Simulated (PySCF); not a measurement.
Energy profile

The step: SiH₄S₂ ([SH][SiH2][SH]) → SiH₂S ([SiH2][S]) + H₂S (still joined by a long Si–S bond); bonds formed: S2–H4; bonds broken: S3–H4; bonds weakened to dative contacts: Si1–S2 (atoms numbered as in the saddle structure below).

```xyz
7
angstrom
Si -0.5167 -0.2285 0.6850
S 1.0595 -0.4230 -1.0641
S -1.6404 1.1493 -0.2538
H -0.0926 0.4283 -1.3592
H -0.9243 -1.6546 0.7829
H 0.3540 0.0856 1.8496
H 1.7605 0.6430 -0.6405
```

Electronic energies by CCSD(T) at an estimated basis limit (MP2 extrapolated from triple and quadruple zeta, plus CCSD(T) − MP2 in triple zeta), on PBE0-D4/def2-TZVP structures; SiH4S2, singlet; no counterpoise correction. PySCF 2.14 with density fitting (its default auxiliary sets; JK sets also for MP2 and CCSD(T)); basis: def2-TZVPP and def2-QZVPP; cores frozen in the correlated methods. Extrapolation: Hartree–Fock as exp(−7.88 √X), correlation as X^−2.97.

Give the profile in kcal/mol, counted from the start structure. (Judge from chemistry; the value comes from the calculation.)

The calculation gives:
```tsv
point	kcal/mol
start structure	0.00
saddle	38.15
end structure	32.08
separated: SiH2S (linked as [SiH2][S]; Si1, S3, H5, H6; singlet) + H2S (S2, H4, H7; singlet)	42.04
```

No T1 diagnostic of these runs exceeds 0.018.

For scale, one of the runs: CCSD(T)/def2-TZVPP, 182 basis functions, launched by `OMP_NUM_THREADS=4 python run.py`. The run took 3.4 min on 4 CPU threads of an Arm Neoverse V1 (shared host), with 1.6 GiB of host memory at its peak.
